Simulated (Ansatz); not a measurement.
## How methods fare on vertical spin gaps

Ansatz 0.2.0, basis cc-pVTZ; geometries are PBE0/def2-TZVP minima. Wave-function levels freeze the cores with the filled d shells of p-block atoms; HF, MP2 and coupled cluster are restricted for singlets and unrestricted otherwise, restricted open-shell where a d shell is frozen, Kohn–Sham unrestricted where that lies lower. The reference is CCSDT(Q) or full CI (coupled cluster only where its series has nearly closed). Semilocal and hybrid functionals correlate all electrons outside any core potential and usually lie nearer their basis limit than the reference, so part of their error here is the reference's basis and frozen-core error; RPA and the MP2 part of double hybrids freeze the same cores as the reference. An error is the level's value less the reference. None of these values is a measured one. Energies are electronic, without zero-point terms. No spin–orbit coupling and no scalar relativity. The species are chosen: bound, without strong static correlation by their natural occupations or amplitudes, in their lowest spin state as far as vertical gaps and like structures tell, and with a ladder that closes on the reference, so errors are smaller than for species at large; levels whose determinant breaks symmetry or spin markedly are left out.

```tsv
species	quantity	reference	value (kcal/mol)	error CCSD	error CCSD(T)	error CCSDT	error PBE	error PBE0	error B3LYP	error RPA-PBE
AsH2⁺, singlet (As–H 1.530, angle at As 91°)	triplet less singlet, vertical	full CI	33.1	0.0	0.0	-0.1	-0.9	-2.4	2.3	1.3
H2Al–As, triplet (Al–As 2.435, Al–H 1.589, angles at Al 120°)	quintet less triplet, vertical	CCSDT(Q)	87.3	0.5	0.3	0.0	-4.7	-1.7	2.8	-1.1
H2Al–PH2, singlet (Al–P 2.322, Al–H 1.586, P–H 1.420, angles at P 94/95°, angles at Al 119/121°)	triplet less singlet, vertical	CCSDT(Q)	96.1	0.2	0.5	0.0	-8.9	-5.6	-3.3	-4.3
H2Al–AsH, doublet (Al–As 2.440, Al–H 1.587, As–H 1.528, angles at As 91°, angles at Al 118/120/122°)	quartet less doublet, vertical	CCSDT(Q)	92.7	0.4	0.3	0.0	-6.4	-3.4	0.4	-2.9
H2Al–P, triplet (Al–P 2.334, Al–H 1.588, angles at Al 120/121°)	quintet less triplet, vertical	CCSDT(Q)	91.3	0.8	0.3	0.1	-5.3	-1.7	2.1	-0.9
HOSi, doublet (O–Si 1.650, O–H 0.962, angle at O 119°)	quartet less doublet, vertical	CCSDT(Q)	80.1	-1.2	-0.1	-0.1	0.0	-2.1	5.5	1.9
BSiNH, doublet (B–N 1.375, B–Si 1.996, N–Si 1.766, N–H 1.011, angles at N 78/140/142°, angles at B 60°, angles at Si 42°)	quartet less doublet, vertical	CCSDT(Q)	50.9	0.4	0.4	0.0	-2.6	-2.5	1.3	1.2
```

| level | mean absolute error (kcal/mol) | mean signed error | largest error |
| --- | --- | --- | --- |
| CCSDT | 0.0 | 0.0 | -0.1 (HOSi) |
| CCSD(T) | 0.3 | 0.2 | 0.5 (H2Al–PH2) |
| CCSD | 0.5 | 0.2 | -1.2 (HOSi) |
| RPA-PBE | 1.9 | -0.7 | -4.3 (H2Al–PH2) |
| B3LYP | 2.5 | 1.6 | 5.5 (HOSi) |
| PBE0 | 2.8 | -2.8 | -5.6 (H2Al–PH2) |
| PBE | 4.1 | -4.1 | -8.9 (H2Al–PH2) |

Errors of one sign throughout: PBE0 (too low).
